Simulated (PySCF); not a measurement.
Reaction (SMILES): [O+]#[Si-] (O-Si) + 3 [H][H] (H2) → O (H2O) + [SiH4] (SiH4)
B3LYP-D3(BJ)/def2-TZVP geometries, fixed; electronic energies without zero-point terms.
Largest species:
```xyz
5

Si     0.0000     0.0000     0.0000
H      0.8756     0.8547     0.8331
H     -0.8222    -0.8655     0.8753
H     -0.8862     0.8545    -0.8220
H      0.8328    -0.8437    -0.8864
```

How fast the energy of full hydrogenation converges with the basis for several methods (PySCF): deviation from each method's own reference, in kcal/mol. References: HF -50.32 kcal/mol, the value in def2-QZVPPD; PBE -37.65 kcal/mol, the value in def2-QZVPPD; PBE0 -46.38 kcal/mol, the value in def2-QZVPPD. All functions are spherical. Density fitting with generated auxiliary sets. In sets without p functions on hydrogen, species with hydrogen take exact integrals. No added dispersion term, no relativity. 

| basis | functions | HF | PBE | PBE0 |
|---|---|---|---|---|
| 3-21G | 22 | 12.90 | 20.37 | 16.92 |
| 6-31G | 22 | 1.76 | 5.22 | 2.54 |
| cc-pV(D+d)Z | 43 | -6.16 | -0.23 | -1.95 |
| def2-SVPD | 56 | -11.40 | -12.28 | -11.56 |
| cc-pV(T+d)Z | 95 | 1.00 | 2.80 | 2.06 |
| jun-cc-pV(T+d)Z | 104 | 0.00 | -0.08 | -0.08 |
| def2-QZVPP | 190 | 0.11 | 0.51 | 0.34 |
| pcseg-3 | 196 | 0.33 | 0.22 | 0.26 |

Mean absolute deviation over cc-pV(T+d)Z, jun-cc-pV(T+d)Z: HF 0.50, PBE0 1.07, PBE 1.44 kcal/mol.
